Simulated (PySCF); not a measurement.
Computed geometry: GFN2-xTB, gas phase. One conformer each, none proved a minimum here. Atom numbers follow the mapped SMILES.

Task: Rank these C–C bonds from shortest to longest.
A. C2–C3 in `[CH3:1][CH2:2][CH2:3][OH:4]` with C1–C2–C3–O4 179°, C2–C3–O4–H 57°
B. C7–C8 in `[O:1]=[N:2][c:3]1[cH:4][cH:5][cH:6][cH:7][cH:8]1` with O1–N2–C3–C4 180°
C. C1–C2 in `[CH:1]#[C:2][C:3]([CH3:4])([CH3:5])[OH:6]` with C2–C3–O6–H 57°

Result: C (1.197 Å), B (1.378 Å), A (1.529 Å).

- 1.197 Å: drawn triple, terminal alkyne carbon to alkyne carbon
- 1.378 Å: aromatic, both ends aromatic CH carbon, in a 6-membered ring
- 1.529 Å: drawn single, chain CH2 carbon to carbinol carbon (C–OH)

Task: Order these C–C–C angles, narrowest first.
A. C1–C2–C3 in `[CH:1]#[C:2][C:3]([CH3:4])([CH3:5])[OH:6]` with C2–C3–O6–H 57°
B. C3–C4–C5 in `[O:1]=[N:2][c:3]1[cH:4][cH:5][cH:6][cH:7][cH:8]1` with O1–N2–C3–C4 180°
C. C5–C6–C7 in `[CH3:1][CH2:2][c:3]1[cH:4][cH:5][cH:6][cH:7][n:8]1` with C1–C2–C3–C4 -85°
D. C1–C2–C3 in `[CH3:1][CH2:2][CH2:3][OH:4]` with C1–C2–C3–O4 179°, C2–C3–O4–H 57°

Result: D (111.6°), C (117.9°), B (119.6°), A (176.7°).
